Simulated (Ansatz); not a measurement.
hcp Ru, treated with r²SCAN+rVV10 in Ansatz (plane waves, PAW).

Run with plane-wave cutoff 560 eV, 24×24×14 k mesh (along the axes of the cell as run), Fermi–Dirac smearing 0.05 eV, no spin polarisation, scalar-relativistic PAW data made under PBE.

The cell is scaled about its equilibrium volume:

Shape and atoms are relaxed at each volume.

```tsv
V (Å³/atom)	P (GPa)	c (Å)	a (Å)
12.854	15.63	4.200	2.659
13.122	7.36	4.226	2.678
13.390	0.00	4.252	2.697
13.657	-6.56	4.277	2.716
13.925	-12.39	4.302	2.734
```

Note: the bulk modulus comes from volumes at which shape and atoms were relaxed.

Ansatz is a quantum-chemistry and plane-wave program.
